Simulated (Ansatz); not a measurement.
Reaction (homolysis of the C–C bond): `NCCO` → `[CH2]N`• + `[CH2]O`•

Gas-phase electronic energies from Ansatz, PBE0-D4/def2-TZVP geometries. CBS: MP2 limit from def2 TZ/QZ plus the TZ coupled-cluster correction, frozen cores. This one scheme is used for every species. Functionals use def2-TZVPP. B3LYP here is the variant with VWN-RPA as its local correlation; programs differ in this. Open shells (•) are unrestricted, without spin–orbit coupling. Each species was taken in one conformer, which may not be the lowest.

| species | B3LYP energy (Eh) |
| --- | --- |
| `NCCO` | -210.48405 |
| `[CH2]N`• | -95.24809 |
| `[CH2]O`• | -115.11623 |

Problem. Work out ΔE.

Solution. ΔE = (-95.24809) + (-115.11623) − (-210.48405) = 0.11973 Eh = +75.1 kcal/mol. CCSD(T)/CBS gives +86.2 kcal/mol.

Largest T1 diagnostic among the species: 0.016.

From PBE to PBE0 (25 % exact exchange), in def2-TZVPP and without D4, ΔE moves by +1.3 kcal/mol. The D4 term adds +2.8 kcal/mol with B3LYP and +1.5 kcal/mol with PBE0; it sums over pairs of atoms, weighted by their polarisabilities, and B3LYP, whose exchange is more repulsive, gets the larger term. At CCSD(T), def2-SVP lies −1.2 kcal/mol from the extrapolated value and def2-TZVPP −1.6 kcal/mol.
